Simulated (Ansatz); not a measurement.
C3H5N can be A, `C1=NCC1`, or B, `C=CC=N`.

Isolated molecules relaxed with PBE0-D4/def2-TZVP in Ansatz; ΔE leaves out vibrations. CBS: MP2 limit from def2 TZ/QZ plus the TZ coupled-cluster correction, frozen cores. Functionals use def2-TZVPP. B3LYP here is the variant with VWN-RPA as its local correlation; programs differ in this. One conformer a species, not always the lowest.

Problem. Which is lower in electronic energy at CCSD(T)/CBS, and by how much? (Best estimate.)

Solution. The calculation gave: B, by 9.7 kcal/mol.

Problem. Give E(B) − E(A) in kcal/mol with B3LYP, MP2/def2-TZVPP, CCSD(T)/def2-TZVPP, BLYP-D4, r2SCAN-D4, CCSD(T)/def2-SVP, PBE0-D4. (Best estimate.)

Solution. Ansatz gave: B3LYP -12.5, MP2/def2-TZVPP -7.8, CCSD(T)/def2-TZVPP -9.4, BLYP-D4 -14.4, r2SCAN-D4 -9.9, CCSD(T)/def2-SVP -9.0, PBE0-D4 -6.6. None reverses the order clearly.

Problem. Does the order hold for the free energy at 298.15 K (harmonic terms from PBE0-D4)? (Best estimate.)

Solution. Computed: Yes: G(B) − G(A) = -11.1 kcal/mol, for one conformer each.

Largest T1 diagnostic: 0.012.

From BLYP to BHLYP (50 % exact exchange), in def2-TZVPP and without D4, E(B) − E(A) moves by +3.3 kcal/mol. In def2-TZVPP, CCSD(T) changes the Hartree–Fock value by +3.0 kcal/mol (the triples alone add −0.2 kcal/mol) and MP2 by +4.7 kcal/mol.
